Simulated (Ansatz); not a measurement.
Zinc-blende MgS (metastable phase), treated with HSE06 (plane waves, PAW; Ansatz, an electronic-structure program).

Numerical settings: plane-wave cutoff 460 eV, 8×8×8 k mesh, Fermi–Dirac smearing 0.01 eV, scalar-relativistic PAW data made under PBE.

The direct gap at Γ against volume; x = 100 ln(V/22.678 Å³). One gap is withheld.

```csv
V (Å³/atom),x,gap (eV)
21.566,-5.03,?
22.134,-2.43,4.660
22.678,0.00,4.529
23.269,2.57,4.393
23.836,4.98,4.268
```

Fit a straight line to the rows shown, give the volume deformation potential and predict the withheld gap.

Means of the 4 rows: x̄ = 1.280, ȳ = 4.4625 eV. Σ(x − x̄)(y − ȳ) = -1.6272 and Σ(x − x̄)² = 30.757, so the slope is -0.0529 eV per unit of x, and dE_g/d ln V = -5.3 eV. At x = -5.03: 4.4625 + (-0.0529) × (-5.03 − (1.280)) = 4.796 eV. The run gives 4.802 eV, 0.006 eV above the line, as the curve bends the same way over all rows.

Measured, for comparison: band gap 4.78 ± 0.1 eV (temperature not stated, extrapolated in composition from an alloy gap of 4.19 eV, direct; extrapolated from a Zn0.2Mg0.8S0.645Se0.355 epilayer; as tabulated in Lucero et al. (2012), arXiv:1111.4515). Computed less measured: band gap -0.26 eV.
